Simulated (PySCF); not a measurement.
Gas-phase reaction: 2 BCl + BH3 + 2 Cl2 = 3 BHCl2

Energies from PySCF, thermal terms from the rigid-rotor harmonic-oscillator model, ideal gas at 1 bar. † marks an energy on the PBE0/def2-TZVP geometry and frequencies; other levels use their own. CCSD(T) freezes the core. 6-31G* has spherical d functions here. All species are closed-shell singlets. CCSD(T) isn't extrapolated to the basis-set limit.

HF/def2-TZVP† gives ΔH°(298 K) = -1192 kJ.

Problem. What do ωB97X-V/def2-TZVP†, CCSD(T)/def2-SVP†, HF/6-31G* give?

Solution. ωB97X-V/def2-TZVP†: -1248 kJ; CCSD(T)/def2-SVP†: -1282 kJ; HF/6-31G*: -1264 kJ. For scale, ΔH°(298 K) is -1192 kJ at this level, -1225 kJ at ωB97M-V/def2-TZVP†, and runs from -1375 to -1048 kJ over the 20 levels computed.
